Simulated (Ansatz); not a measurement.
Cartesian coordinates in Å:
```
C 0.084 -0.813 -1.155
C 0.008 -0.079 -0.112
Si -0.092 0.891 1.268
```

The species carries charge 0 and has multiplicity 1. The bonds changed during the relaxation, so this is another structure than the one it started from.

Q: List the PBE0/def2-TZVPP orbital energies in eV (Ansatz). (Estimate.)

A: Ansatz gave: Occupied: -1804.84, -279.40, -277.80, -147.02, -101.72, -101.72, -101.50, -21.02, -15.94, -9.70, -8.65, -8.65, -7.85. Lowest empty: -3.56, -3.56, 1.02, 1.02, 1.05, 3.57, 4.84, 4.95.
